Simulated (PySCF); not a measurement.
# A search over the determinants of MgH

Unrestricted PBE0; PySCF, no relativity, basis sets Mg def2-TZVP, H def2-TZVP. Outer shells of the fragments: Mg 3s2; H 1s1.

Followed along the bond (rough minima from three points):

| 2Ms+1 | unpaired | ⟨S²⟩ at the start | R at minimum (Å) | Te (eV) |
| --- | --- | --- | --- | --- |
| 2 | σ ↑ | 0.75 | 1.74 | 0.00 |
| 4 | σ ↑↑, π ↑ | 3.75 | none in the scan | ≤ 4.42 |

Solutions found at the starting distance of 1.675 Å, counted from the lowest of them; the search is not exhaustive and high or unbound solutions are not listed, so other states can lie among these:

```csv
2Ms+1,unpaired,term,E (eV),⟨S²⟩,⟨Lz²⟩,μ (D)
2,σ ↑,²Σ⁺,0.00,0.75,0.00,-1.13
2,π ↑,²Π,2.29,0.78,1.00,-2.64
4,"σ ↑↑, π ↑",⁴Π,4.94,3.75,1.00,1.68
2,"σ ↑↑, π ↓",mixed,5.67,1.75,1.01,1.67
4,σ ↑↑↑,⁴Σ⁺,7.26,3.75,0.00,1.15
4,"σ ↑, π ↑↑",⁴Σ⁻,7.53,3.75,0.00,-0.57
```

A term symbol is given only where ⟨S²⟩ and ⟨Lz²⟩ are close to those of a pure state; the other rows mix spins, or terms through real π, δ and φ orbitals. A positive dipole means Mg(−)H(+).

The measured ground state is X ²Σ+ (Huber and Herzberg, Constants of Diatomic Molecules (1979)).

Counting both spins, an empty level lies below a filled one in some of these solutions, because spin and occupation are held.
